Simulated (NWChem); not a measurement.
## Electron attachment to B (+1)

```
B
```
Charge +1, spin multiplicity 1.

Program: NWChem.

Basis set: def2-TZVPD. −ε marks an orbital energy of the parent.

B3LYP has NWChem's definition, with VWN1-RPA local correlation.

Question: Order these methods by the vertical electron affinity they give, lowest first: −ε(LUMO) of HF, −ε(LUMO) of B3LYP, evGW0@PBE, −ε(LUMO) of PBE.

Answer: −ε(LUMO) of HF (7.51 eV), evGW0@PBE (8.22 eV), −ε(LUMO) of B3LYP (12.38 eV), −ε(LUMO) of PBE (13.36 eV)
